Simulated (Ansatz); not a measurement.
C3H3NO can be A, `C=C1N=C1O`, or B, `NC=C=C=O`.

Isolated molecules relaxed with PBE0-D4/def2-TZVP in Ansatz; ΔE leaves out vibrations. CBS: MP2 limit from def2 TZ/QZ plus the TZ coupled-cluster correction, frozen cores. Functionals use def2-TZVPP. B3LYP here is the variant with VWN-RPA as its local correlation; programs differ in this. Each species was taken in one conformer, which may not be the lowest.

A:

```xyz
8

C    -0.928    1.372   -0.279
C    -0.068    0.416    0.005
N     1.257    0.119    0.536
C     0.504   -0.830    0.144
O     0.483   -2.128    0.032
H    -0.682    2.409   -0.093
H    -1.892    1.127   -0.703
H     1.325   -2.484    0.356
```

B:

```xyz
8

N    -1.475   -0.369   -0.311
C    -0.154   -0.418   -0.103
C     0.598    0.649    0.219
C     1.828    0.919    0.471
O     2.894    1.321    0.721
H    -1.957    0.510   -0.227
H    -1.998   -1.191   -0.550
H     0.263   -1.420   -0.221
```

**Question.** Which isomer does CCSD(T)/CBS put lower? Give the gap. (Estimate.)

**Answer.** Ansatz gave: B, by 27.6 kcal/mol.

**Question.** Give E(B) − E(A) in kcal/mol with B3LYP, CCSD(T)/def2-SVP, HF/def2-TZVPP, B2PLYP, B3LYP-D4, MP2/def2-TZVPP, LDA (SPW92). (An estimate is asked.)

**Answer.** Ansatz gave: B3LYP -34.5, CCSD(T)/def2-SVP -27.5, HF/def2-TZVPP -26.6, B2PLYP -33.4, B3LYP-D4 -34.1, MP2/def2-TZVPP -29.7, LDA (SPW92) -32.3. None reverses the order clearly.

**Question.** Does the order hold for the free energy at 298.15 K (harmonic terms from PBE0-D4)? (Best estimate.)

**Answer.** The calculation gave: Yes: G(B) − G(A) = -27.4 kcal/mol, for one conformer each.

Largest T1 diagnostic: 0.019.

From BLYP to BHLYP (50 % exact exchange), in def2-TZVPP and without D4, E(B) − E(A) moves by +7.6 kcal/mol. Leaving LDA and LC-ωPBE aside and taking each functional with its dispersion term where it has one, the values, not all of them listed here, spread over 12.1 kcal/mol, from BLYP-D4 to ωB97X-V. LDA lies +1.2 kcal/mol from PBE without D4.
